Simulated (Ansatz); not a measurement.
For diamond-structure Ge, r²SCAN in Ansatz (PAW) gives:

| Quantity | Value |
|---|---|
| elastic constant C11 | 127 GPa |
| elastic constant C44 | 67.3 GPa |
| polycrystal shear modulus | 55.4 GPa |

Question: What does r²SCANh (Ansatz, a quantum-chemistry and plane-wave program, PAW) give for the same quantities?

Answer: 
- elastic constant C11: 133 GPa (increases by 4.7 %)
- elastic constant C44: 70.5 GPa (rises by 4.8 %)
- Voigt–Reuss–Hill shear modulus: 58.1 GPa (rises by 4.9 %)

For comparison: elastic constant C11 131 GPa (measured, low temperature, no zero-point or thermal correction; as tabulated in Tanner et al. (2021), arXiv:2110.11888); elastic constant C44 68 GPa (measured, low temperature, not corrected to a static lattice; as tabulated in Tanner et al. (2021), arXiv:2110.11888).

Changes are worked out from the printed values.

Unless a cell is named, each level is at its own relaxed cell (r²SCAN 22.84, r²SCANh 22.64 Å³/atom).

Ansatz's density-functional and Hartree–Fock values are scalar-relativistic unless marked +SOC, with PAW data made under PBE.
